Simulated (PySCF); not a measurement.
# CH7PSi: the cost of one run

Computed with PySCF 2.14.0, with density-fitted response routines of our own, on a single molecule in the gas phase. Atoms count from 0, in the outputs and in this text.

### 1 The molecule as given

10 atoms, charge 0, multiplicity 1; geometry from: PBE0-D3(BJ)/def2-SVP.

Bonds of the start (Å): C0–Si1 1.88, Si1–P2 2.27, C0–H3 1.10, C0–H4 1.10, C0–H5 1.10, Si1–H6 1.50, Si1–H7 1.50, P2–H8 1.43, P2–H9 1.43.

### 2 Shielding tensors: HF/pcSseg-2

Job settings and geometry (Å):

```
{"job": {"kind": "nmr", "xc": "HF", "basis": "pcSseg-2", "pop": false}, "charge": 0, "multiplicity": 1}
C     -1.563039    -0.454418    -0.201553
Si    -0.054606     0.665652    -0.148343
P      1.622601    -0.422733     0.929086
H     -2.424422     0.068473    -0.644900
H     -1.839776    -0.776078     0.814040
H     -1.359918    -1.352439    -0.804820
H      0.341764     1.074005    -1.533108
H     -0.344139     1.906819     0.635147
H      1.916514    -1.265641    -0.187985
H      2.616815     0.541882     0.577617
```

Method: GIAO HF/pcSseg-2 NMR shielding, non-relativistic, gas phase.

Command:

```
OMP_NUM_THREADS=1 python probes_run.py task.json out
```

The driver reads the jobs from task.json and runs them one after another.

**Question.** How long does this first job take on 1 thread of Arm Neoverse V1, shared host, and how much memory does it need?

About 8 s, with a peak of 0.91 GiB.
